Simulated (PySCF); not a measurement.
Input file for PySCF: R-MP2/6-31G* on H2O (SMILES O) with ghost functions.

```python
from pyscf import gto, scf, dft, mp
from pyscf.data.elements import chemcore

mol = gto.M(
    atom='''
    O     2.44184180    0.74460637   -0.27544801
    H     1.62432480    0.24833337   -0.44860101
    H     3.02374380    0.48610837   -0.99119401
    ghost-N   -1.14309320   -0.82337063   -0.34450801
    ghost-H   -1.23878020   -1.79220163   -0.06865501
    ghost-H   -1.73223320   -0.70993563   -1.15926801
    ghost-C   -1.62653820    0.04470937    0.73586899
    ghost-H   -1.52238920    1.08177537    0.42801699
    ghost-H   -2.66436620   -0.12869463    1.02699999
    ghost-H   -0.99465220   -0.09497563    1.60910999
    ''',
    basis='6-31g*',
    cart=True,
    charge=0, spin=0, verbose=3, max_memory=1800)
mf = scf.RHF(mol)
mf.conv_tol = 1e-8
mf.max_cycle = 100
mf.kernel()
if not mf.converged:
    mf = mf.newton().run(mf.mo_coeff, mf.mo_occ)
pt = mp.MP2(mf, frozen=chemcore(mol)).run()
```

Program output:

```
converged SCF energy = -76.0100441456448
E(RMP2) = -76.1968363077209  E_corr = -0.186792162076151
E(SCS-RMP2) = -76.1927995172727  E_corr = -0.182755371627982
```

The run converged.

Cost: around 0.26 core-seconds (rough).
